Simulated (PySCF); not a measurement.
Isomers of C5H10O, one GFN2-xTB conformer each. Single-point energies are computed at PBE0/pcSseg-1 (PySCF, gas phase, no added dispersion term), electronic only.

```csv
SMILES,GFN2-xTB relative energy (kJ/mol)
C=C(C)OCC,84.7
CCCCC=O,70.5
C=C(C)COC,123.1
C=C(CC)OC,90.9
CCCC(C)=O,36.8
CCC(=O)CC,40.9
C/C=C\CCO,111.9
OC1CCCC1,0.0
CC(C)(C)C=O,58.4
C=CCOCC,137.2
```

Conformers: `[CH2:1]=[C:2]([CH3:3])[O:4][CH2:5][CH3:6]` with C1–C2–O4–C5 0°, C2–O4–C5–C6 180°; `[CH3:1][CH2:2][CH2:3][CH2:4][CH:5]=[O:6]` with C1–C2–C3–C4 180°, C2–C3–C4–C5 180°, C3–C4–C5–O6 0°; `[CH2:1]=[C:2]([CH3:3])[CH2:4][O:5][CH3:6]` with C1–C2–C4–O5 -123°, C2–C4–O5–C6 180°; `[CH2:1]=[C:2]([CH2:3][CH3:4])[O:5][CH3:6]` with C1–C2–C3–C4 -99°, C1–C2–O5–C6 2°; `[CH3:1][CH2:2][CH2:3][C:4]([CH3:5])=[O:6]` with C1–C2–C3–C4 180°, C2–C3–C4–C5 180°; `[CH3:1][CH2:2][C:3](=[O:4])[CH2:5][CH3:6]` with C1–C2–C3–O4 12°, C2–C3–C5–C6 -167°; `[CH3:1]/[CH:2]=[CH:3]\[CH2:4][CH2:5][OH:6]` with C2–C3–C4–C5 -97°, C3–C4–C5–O6 67°, C4–C5–O6–H -52°; `[OH:1][CH:2]1[CH2:3][CH2:4][CH2:5][CH2:6]1` with H–O1–C2–C3 -61°, O1–C2–C3–C4 -96°, C2–C3–C4–C5 -39°, C3–C4–C5–C6 41°, C4–C5–C6–C2 -28°; `[CH2:1]=[CH:2][CH2:3][O:4][CH2:5][CH3:6]` with C1–C2–C3–O4 -141°, C2–C3–O4–C5 -178°, C3–O4–C5–C6 -179°.

Problem. What does PBE0/pcSseg-1 give for the same structures?

Solution. 
```tsv
SMILES	PBE0/pcSseg-1 E (Eh)	PBE0/pcSseg-1 (kJ/mol)	GFN2-xTB (kJ/mol)	point group
CCC(=O)CC	-271.42781	0.0	40.9	C2
CCCC(C)=O	-271.42667	3.0	36.8	Cs
OC1CCCC1	-271.42019	20.0	0.0	C1
CC(C)(C)C=O	-271.41835	24.8	58.4	Cs
CCCCC=O	-271.41532	32.8	70.5	Cs
C=C(C)OCC	-271.39613	83.2	84.7	Cs
C/C=C\CCO	-271.39302	91.3	111.9	C1
C=C(CC)OC	-271.39009	99.1	90.9	C1
C=C(C)COC	-271.37895	128.3	123.1	C1
C=CCOCC	-271.37746	132.2	137.2	C1
```

GFN2-xTB puts OC1CCCC1 lowest instead; measured from each level's own lowest isomer, the values differ by up to 40.9 kJ/mol (CCC(=O)CC: 40.9 against 0.0). As drawn, the lowest has a C=O bond, which the highest lacks; the highest has a C=C bond outside aromatic rings, which the lowest lacks. Neighbours under 10 kJ/mol apart (CCC(=O)CC and CCCC(C)=O; OC1CCCC1 and CC(C)(C)C=O; CC(C)(C)C=O and CCCCC=O; C=C(C)OCC and C/C=C\CCO; others) can change places with a better method, another conformer or zero-point energy.

Problem. Which frontier levels, dipoles and rotational constants go with these structures?

Solution. 
```json
{"SMILES": "CCC(=O)CC", "HOMO (eV, PBE0/pcSseg-1)": "-7.19", "LUMO (eV)": "-0.23", "dipole (D)": "2.71", "A, B, C (MHz)": "8813, 1989, 1698"}
{"SMILES": "CCCC(C)=O", "HOMO (eV, PBE0/pcSseg-1)": "-7.18", "LUMO (eV)": "-0.25", "dipole (D)": "2.77", "A, B, C (MHz)": "8343, 1826, 1556"}
{"SMILES": "OC1CCCC1", "HOMO (eV, PBE0/pcSseg-1)": "-7.56", "LUMO (eV)": "1.32", "dipole (D)": "1.51", "A, B, C (MHz)": "5783, 3307, 2545"}
{"SMILES": "CC(C)(C)C=O", "HOMO (eV, PBE0/pcSseg-1)": "-7.28", "LUMO (eV)": "-0.54", "dipole (D)": "2.78", "A, B, C (MHz)": "4491, 2789, 2756"}
{"SMILES": "CCCCC=O", "HOMO (eV, PBE0/pcSseg-1)": "-7.38", "LUMO (eV)": "-0.48", "dipole (D)": "2.68", "A, B, C (MHz)": "10347, 1489, 1345"}
{"SMILES": "C=C(C)OCC", "HOMO (eV, PBE0/pcSseg-1)": "-6.52", "LUMO (eV)": "1.19", "dipole (D)": "0.65", "A, B, C (MHz)": "7781, 2064, 1682"}
{"SMILES": "C/C=C\\CCO", "HOMO (eV, PBE0/pcSseg-1)": "-7.19", "LUMO (eV)": "0.37", "dipole (D)": "1.60", "A, B, C (MHz)": "5432, 2406, 1953"}
{"SMILES": "C=C(CC)OC", "HOMO (eV, PBE0/pcSseg-1)": "-6.53", "LUMO (eV)": "1.05", "dipole (D)": "0.68", "A, B, C (MHz)": "6029, 2424, 1971"}
{"SMILES": "C=C(C)COC", "HOMO (eV, PBE0/pcSseg-1)": "-7.28", "LUMO (eV)": "0.44", "dipole (D)": "1.23", "A, B, C (MHz)": "7391, 2048, 1734"}
{"SMILES": "C=CCOCC", "HOMO (eV, PBE0/pcSseg-1)": "-7.25", "LUMO (eV)": "0.30", "dipole (D)": "1.26", "A, B, C (MHz)": "16009, 1378, 1331"}
```

Problem. As an exercise, what shares would exp(−E/RT) give at 2000 K from these electronic energies alone (no entropy, no degeneracies)?

Solution. RT = 16.629 kJ/mol: CCC(=O)CC 39.8 %, CCCC(C)=O 33.2 %, OC1CCCC1 11.9 %, CC(C)(C)C=O 8.9 %, CCCCC=O 5.5 %, C=C(C)OCC 0.3 %, C/C=C\CCO 0.2 %, C=C(CC)OC 0.1 %, C=C(C)COC under 0.1 %, C=CCOCC under 0.1 %.
